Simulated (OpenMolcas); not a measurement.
# H2O3 (trioxidane) at HF/6-31G(d) (RICD fitting, spherical functions, fitting threshold 1e-06), part 2 of 2

OpenMolcas 26.06.

## Step 3: The doublet anion, same level

File job.input:

```
* H2O3 Hartree-Fock
&GATEWAY
BASLIB = $CurrDir
COORD
5
bohr
O     -1.85952830    -1.30903218    -0.26032867
O     -0.24005191    -0.09276666     1.41202226
O      2.22313050    -0.10731755     0.49533501
H     -2.60542210    -0.00287238    -1.31519269
H      2.48185291     1.51198877    -0.33183591
BASIS = 6-31Gs
GROUP = NoSym
RICD
CDTHRESHOLD = 1e-06
&SEWARD
&SCF
UHF
CHARGE = -1
SPIN = 2
PRORBITALS = 0
```

The basis set 6-31G* is read from a file made from the Basis Set Exchange's data (not shown).

Launch:

```bash
$ export MOLCAS_MEM=1860
$ pymolcas job.input > job.log
```

Log:

```text
--- Start Module: gateway ---

                                              &GATEWAY

                       available to each process: 1.9 GB of memory, 1 thread

 Basis Set     1 Label: O.6-31GS
 Basis set is read from library:.
 basistype.tbl is not found

 Basis Set     2 Label: H.6-31GS
 Basis set is read from library:.
 basistype.tbl is not found

++    Symmetry information:
      ---------------------

                    Character Table for C1

                             E
                    a        1  x, y, xy, Rz, z, xz, Ry, yz, Rx, I
--

++    Basis set information:
      ----------------------

      Basis set label: O.6-31GS.........

      Electronic valence basis set:
      ------------------
      Associated Effective Charge   8.000000 au
      Associated Actual Charge      8.000000 au
      Nuclear Model: Point charge

      Shell  nPrim  nBasis  Cartesian Spherical Contaminant
         s      10       3        X
         p       4       2        X
         d       1       1                 X

      Basis set label: H.6-31GS.........

      Electronic valence basis set:
      ------------------
      Associated Effective Charge   1.000000 au
      Associated Actual Charge      1.000000 au
      Nuclear Model: Point charge

      Shell  nPrim  nBasis  Cartesian Spherical Contaminant
         s       4       2        X
--

++    Molecular structure info:
      -------------------------

                    ************************************************
                    **** Cartesian Coordinates / bohr, angstrom ****
                    ************************************************

     Center  Label                x              y              z                     x              y              z
        1      O1              -1.859528      -1.309032      -0.260329             -0.984020      -0.692710      -0.137760
        2      O2              -0.240052      -0.092767       1.412022             -0.127030      -0.049090       0.747210
        3      O3               2.223130      -0.107318       0.495335              1.176430      -0.056790       0.262120
        4      H4              -2.605422      -0.002872      -1.315193             -1.378730      -0.001520      -0.695970
        5      H5               2.481853       1.511989      -0.331836              1.313340       0.800110      -0.175600

                    ***************************************
                    *    InterNuclear Distances / bohr    *
                    ***************************************

               1 O1            2 O2            3 O3            4 H4            5 H5
    1 O1       0.000000
    2 O2       2.626550        0.000000
    3 O3       4.322412        2.628268        0.000000
    4 H4       1.837158        3.611199        5.157891        0.000000
    5 H5       5.177921        3.609023        1.836655        5.398348        0.000000

                    *******************************************
                    *    InterNuclear Distances / angstrom    *
                    *******************************************

               1 O1            2 O2            3 O3            4 H4            5 H5
    1 O1       0.000000
    2 O2       1.389910        0.000000
    3 O3       2.287322        1.390820        0.000000
    4 H4       0.972182        1.910964        2.729438        0.000000
    5 H5       2.740038        1.909813        0.971916        2.856683        0.000000

                    **************************************
                    *    Valence Bond Angles / degree    *
                    **************************************
                          Atom centers                 Phi
                      2 O2       1 O1       4 H4       106.66
                      1 O1       2 O2       3 O3       110.68
                      2 O2       3 O3       5 H5       106.51

           ***************************************************************
           *              Valence Dihedral Angles / degree               *
           ***************************************************************
                    Atom centers                       Phi1     Phi2     Theta
           3 O3       2 O2       1 O1       4 H4        110.68   106.66   -95.31
           1 O1       2 O2       3 O3       5 H5        110.68   106.51    96.91
--

            Nuclear Potential Energy             79.94732601 au

--- Stop Module: gateway /rc=_RC_ALL_IS_WELL_ ---

--- Start Module: seward ---

                                              &SEWARD

                       available to each process: 1.9 GB of memory, 1 thread

               SEWARD will generate:
                  Multipole Moment integrals up to order  2
                  Kinetic Energy integrals
                  Nuclear Attraction integrals (point charge)
                  One-Electron Hamiltonian integrals
                  Velocity integrals
                  Orbital angular momentum around (  0.0370  -0.4523   0.4937 )
                  Velocity quadrupole around (  0.0370  -0.4523   0.4937 )
                  RI decomposed two-electron repulsion integrals stored Cholesky style
                   - acCD auxiliary basis
                   - CD Threshold:   1.00E-06

                   Integrals are discarded if absolute value <: 1.00E-14
                   Integral cutoff threshold is set to       <: 1.00E-16

            Nuclear Potential Energy             79.94732601 au

      Basis set specifications :
      Symmetry species         a
      Basis functions           46

--- Stop Module: seward /rc=_RC_ALL_IS_WELL_ ---

--- Start Module: scf ---

                                                &SCF

                       available to each process: 1.9 GB of memory, 1 thread

++    Input section:
      --------------

      Header of the integral files:

      Cartesian coordinates in angstrom:
      -----------------------------------------------------
      No.  Label        X            Y            Z
      -----------------------------------------------------
       1   O1        -0.98402000  -0.69271000  -0.13776000
       2   O2        -0.12703000  -0.04909000   0.74721000
       3   O3         1.17643000  -0.05679000   0.26212000
       4   H4        -1.37873000  -0.00152000  -0.69597000
       5   H5         1.31334000   0.80011000  -0.17560000
      -----------------------------------------------------
      Nuclear repulsion energy =   79.94732601
--

++    Orbital specifications:
      -----------------------

      Symmetry species               1
                                     a
      Frozen orbitals                0
      Start temperature = 0.500
      End temperature   = 0.010
      Temperature Factor= 0.460
      Deleted orbitals               0
      Total number of orbitals      46
      Number of basis functions     46
--

      Molecular charge                          -1.000

++    Optimization specifications:
      ----------------------------

      SCF Algorithm: LK-RI/DF USCF
      LK screening threshold:                     4.50E-02
      Local-Exchange (LK) algorithm.
       - the density matrix is decomposed
      The actual AO density is used
      Number of density matrices in core                 5
      Maximum number of NDDO SCF iterations            400
      Maximum number of HF SCF iterations              400
      Threshold for SCF energy change             1.00E-09
      Threshold for density matrix                1.00E-04
      Threshold for Fock matrix                   1.50E-04
      Threshold for linear dependence             1.00E-09
      Threshold at which DIIS is turned on        1.50E-01
      Maximum depth in the DIIS procedure                5
      Maximum depth in the BFGS Hessian update          30
      Threshold at which QNR/C2DIIS is turned on  7.50E-02
      Threshold for Norm(delta) (QNR/C2DIIS)      1.00E-03
      All orbitals punched on: UHFORB
--

      Input vectors read from INPORB
      Orbital file label: *Guess orbitals

++ Convergence information
                               UHF SCF        iterations: Energy and convergence statistics

Iter     Tot. SCF        One-elec.       Two-elec.     Energy      Max Dij or  Max Fij      DNorm      TNorm      AccCon     Time
         Energy          Energy          Energy        Change      Delta Norm                                                in Sec.
   1  -221.612468742  -477.022148186   175.462353432   0.00E+00    1.77E-01*   5.51E-01*    7.20E+00   9.12E+01   None         0.
   2  -223.463426190  -472.998053954   169.587301752  -1.85E+00*   6.06E-02*   6.03E-02*    8.42E+00   8.98E+01   EDIIS        0.
   3  -224.874140130  -480.191078890   175.369612748  -1.41E+00*   2.66E-01*   1.14E-01*    7.08E+00   9.13E+01   EDIIS        0.
   4  -225.216888292  -475.669527595   170.505313290  -3.43E-01*   7.12E-02*   5.43E-02*    7.81E+00   9.01E+01   EDIIS        0.
   5  -225.320498417  -479.120251169   173.852426740  -1.04E-01*   1.35E-01*   4.38E-02*    8.59E+00   9.10E+01   EDIIS        0.
   6  -225.344516437  -477.015692000   171.723849551  -2.40E-02*   8.55E-02*   3.17E-02*    9.06E+00   9.05E+01   EDIIS        0.
   7  -225.347739747  -478.321523489   173.026457730  -3.22E-03*   2.85E-02*   1.45E-02*    8.80E+00   9.08E+01   EDIIS        0.

       Fermi aufbau procedure completed!
      nOcc(alpha)=   14
      nOcc(beta) =   13

   8  -225.348951185  -477.564087109   172.267809912  -1.21E-03*   2.33E-02*   7.07E-03*    8.88E+00   9.06E+01   c2DIIS       0.
   9  -225.349583832  -477.893955623   172.597045779  -6.33E-04*   2.62E-02*   3.53E-03*    8.82E+00   9.07E+01   QNRc2DIIS    0.
  10  -225.349775451  -477.894408618   172.597307154  -1.92E-04*   2.11E-01*   4.22E-03*    8.80E+00   9.07E+01   QNRc2DIIS    0.
  11  -225.350510500  -478.108547713   172.810711201  -7.35E-04*   7.97E-02*   4.45E-03*    8.63E+00   9.07E+01   QNRc2DIIS    0.
  12  -225.350827965  -478.188344666   172.890190689  -3.17E-04*   3.96E-01*   4.41E-03*    8.58E+00   9.08E+01   QNRc2DIIS    0.
  13  -225.352349717  -478.574515006   173.274839277  -1.52E-03*   1.00E-01*   2.67E-03*    8.32E+00   9.09E+01   QNRc2DIIS    0.
  14  -225.352496294  -478.761715805   173.461893499  -1.47E-04*   7.72E-02*   2.04E-03*    8.23E+00   9.09E+01   QNRc2DIIS    0.
  15  -225.352531895  -478.677022737   173.377164830  -3.56E-05*   7.83E-02*   1.21E-03*    8.29E+00   9.09E+01   QNRc2DIIS    0.
  16  -225.352570804  -478.711537381   173.411640565  -3.89E-05*   1.66E-02*   1.39E-03*    8.23E+00   9.09E+01   QNRc2DIIS    0.
  17  -225.352591683  -478.728585678   173.428667983  -2.09E-05*   3.86E-03*   2.64E-04*    8.24E+00   9.09E+01   QNRc2DIIS    0.
  18  -225.352593259  -478.728314358   173.428395087  -1.58E-06*   1.81E-03*   8.91E-05     8.24E+00   9.09E+01   QNRc2DIIS    0.
  19  -225.352593471  -478.726766235   173.426846752  -2.11E-07*   1.80E-03*   5.94E-05     8.24E+00   9.09E+01   QNRc2DIIS    0.
  20  -225.352593626  -478.727704654   173.427785016  -1.55E-07*   1.03E-03*   4.33E-05     8.24E+00   9.09E+01   QNRc2DIIS    0.
  21  -225.352593678  -478.727642225   173.427722534  -5.24E-08*   2.01E-03*   4.03E-05     8.24E+00   9.09E+01   QNRc2DIIS    0.
  22  -225.352593765  -478.727655477   173.427735699  -8.72E-08*   1.39E-03*   2.93E-05     8.24E+00   9.09E+01   QNRc2DIIS    0.
  23  -225.352593804  -478.727701964   173.427782148  -3.84E-08*   1.18E-03*   3.14E-05     8.24E+00   9.09E+01   QNRc2DIIS    0.
  24  -225.352593835  -478.727610943   173.427691096  -3.12E-08*   8.03E-04    2.67E-05     8.24E+00   9.09E+01   QNRc2DIIS    0.
  25  -225.352593852  -478.727652417   173.427732553  -1.74E-08*   1.34E-04    1.23E-05     8.24E+00   9.09E+01   QNRc2DIIS    0.
  26  -225.352593855  -478.727644148   173.427724281  -2.54E-09*   4.84E-05    5.40E-06     8.24E+00   9.09E+01   QNRc2DIIS    0.
  27  -225.352593856  -478.727622775   173.427702907  -7.29E-10    5.03E-05    2.72E-06     8.24E+00   9.09E+01   QNRc2DIIS    0.

       Convergence after  27 Iterations
--

 *****************************************************************************************************************************
 *                                             SCF/KS-DFT Program, Final results                                             *
 *                                                       Final Results                                                       *
 *****************************************************************************************************************************

::    Total SCF energy                               -225.3525938556
      One-electron energy                            -478.7276227752
      Two-electron energy                             173.4277029074
      Nuclear repulsion energy                         79.9473260122
      Kinetic energy (interpolated)                   226.3573047563
      Virial theorem                                    0.9955613940
      Total spin, S(S+1)                                0.7798076653
      Total spin, S                                     0.5147943956
      Max non-diagonal density matrix element           0.0000210273
      Max non-diagonal Fock matrix element              0.0000037414

      No orbitals printed
      No orbitals printed

++    Molecular charges:
      ------------------

      Mulliken charges per centre
      ---------------------------

                            O1                      O2                      O3                      H4                      H5
                     alpha        beta       alpha        beta       alpha        beta       alpha        beta       alpha        beta
      Total        4.4233      4.2012      4.2879      3.9708      4.4243      4.2001      0.4290      0.3143      0.4355      0.3136
      Total              8.6245                  8.2587                  8.6245                  0.7433                  0.7490

      Charge           -0.6245                 -0.2587                 -0.6245                  0.2567                  0.2510

      Total electronic charge=   27.000000

      Total            charge=   -1.000000
--

++    Molecular orbitals:
      -------------------

      Title: Natural orbitals

      Molecular orbitals for symmetry species 1: a

          Orbital            1         2         3         4         5         6         7         8         9        10
          Energy          -20.2899  -20.2796  -20.2775   -0.4361   -0.5766   -0.3896   -0.3208   -0.6545   -0.8676   -0.3398
          Occ. No.          2.0000    2.0000    2.0000    2.0000    2.0000    1.9999    1.9999    1.9999    1.9998    1.9997

[... 45 lines of this table left out ...]
       46 H5     1s         0.0002   -0.0001    0.0041   -0.1075    0.1150    0.0050    0.0157   -0.0517    0.0574   -0.0279

          Orbital           11        12        13        14        15        16        17        18        19        20
          Energy           -0.7086   -0.4895   -0.3438    0.3573    0.6938    1.0666    1.5493    1.7738    1.2857    2.0764
          Occ. No.          1.9996    1.9967    1.9895    1.0000    0.0105    0.0033    0.0004    0.0003    0.0002    0.0001

[... 45 lines of this table left out ...]
       46 H5     1s         0.0906    0.0870    0.0481    0.4239    0.3416    0.6482    0.6744    0.2722   -0.8461   -0.3637

          Orbital           21        22        23        24        25        26        27        28        29        30
          Energy            1.8002    2.0020    1.7986    1.8357    2.2275    2.2085    1.9498    1.0531    1.6893    1.6207
          Occ. No.          0.0001    0.0001    0.0000    0.0000    0.0000    0.0000    0.0000    0.0000    0.0000    0.0000

[... 45 lines of this table left out ...]
       46 H5     1s         0.1409    0.0980   -0.4595    0.5439   -0.3367    0.2851   -0.1958   -0.7082    0.4594    0.0683

          Orbital           31        32        33        34        35        36        37        38        39        40
          Energy            1.6056    1.8583    1.9860    2.2022    2.1879    2.3355    2.5923    2.4738    2.2686    2.7107
          Occ. No.          0.0000    0.0000    0.0000    0.0000    0.0000    0.0000    0.0000    0.0000    0.0000    0.0000

[... 45 lines of this table left out ...]
       46 H5     1s         0.5560   -0.0035   -0.2358   -0.3559   -0.0816    0.1454    0.1418   -0.1192    0.2836   -0.0346

          Orbital           41        42        43        44        45        46
          Energy            2.4855    2.5848    3.1704    2.6953    2.7760    3.0842
          Occ. No.          0.0000    0.0000    0.0000    0.0000    0.0000    0.0000

[... 45 lines of this table left out ...]
       46 H5     1s         0.2778    0.0558    0.0880   -0.0898   -0.0613    0.0046
--

++    Molecular properties:
      ---------------------

      Charge (e):
                      =   -1.0000
      Dipole Moment (debye):
      Origin of the operator (angstrom)=    0.0196   -0.2394    0.2612
                   X= -4.3124E-01               Y=  1.8414E+00               Z= -7.7397E-01           Total=  2.0434E+00
      Center of Charge (angstrom)
                     X=    0.10937887               Y=   -0.62273099               Z=    0.42237951
      Quadrupole Moment (debye*angstrom):
      Origin of the operator (angstrom)=    0.0196   -0.2394    0.2612
                  XX= -2.4366E+01              XY= -1.3825E+00              XZ= -3.6263E-01              YY= -1.8964E+01
                  YZ= -1.8627E+00              ZZ= -1.9545E+01
      In traceless form (debye*angstrom)
                  XX= -5.1119E+00              XY= -2.0738E+00              XZ= -5.4395E-01              YY=  2.9917E+00
                  YZ= -2.7941E+00              ZZ=  2.1202E+00
--

--- Stop Module: scf /rc=_RC_ALL_IS_WELL_ ---
--- Module scf spent 1 second ---

.##################.
.# Happy landing! #.
.##################.

    Timing: Wall=2.62 User=2.18 System=0.31
```

It took 2.9 s on 1 thread of Arm Neoverse V1, shared host; peak memory 0.092 GiB.

## Step 4: Summary of results

This closing draws on all 2 parts.

Level: HF/6-31G* (RICD fitting, spherical functions, fitting threshold 1e-06).

```
                                         quantity          value
                       singlet H2O3: total energy  -225.52101 Eh
                      singlet H2O3: dipole moment         3.65 D
                        singlet H2O3: HOMO energy      -13.21 eV
                        singlet H2O3: LUMO energy        5.14 eV
                      singlet H2O3: HOMO–LUMO gap       18.35 eV
                      doublet anion: total energy  -225.35259 Eh
doublet anion: HOMO energy (highest over α and β)        2.90 eV
 doublet anion: LUMO energy (lowest over α and β)       12.58 eV
                              doublet anion: ⟨S²⟩          0.780
vertical electron affinity (to the doublet anion)      -4.583 eV
```

The anion lies 4.58 eV (442 kJ/mol) above the neutral: the electron isn't bound at this level, and such a value depends on the basis. Without diffuse functions anions come out too high. Hartree–Fock misses the correlation that binds many anions. Mulliken charges (singlet H2O3) run from -0.43 on O3 to +0.47 on H5. Mulliken charges (doublet anion) run from -0.62 on O1 to +0.26 on H4; they depend strongly on the basis. The HOMO (doublet anion) lies at positive energy, 2.90 eV: the electron is unbound at this level or held by a compact basis; values depend on the basis.
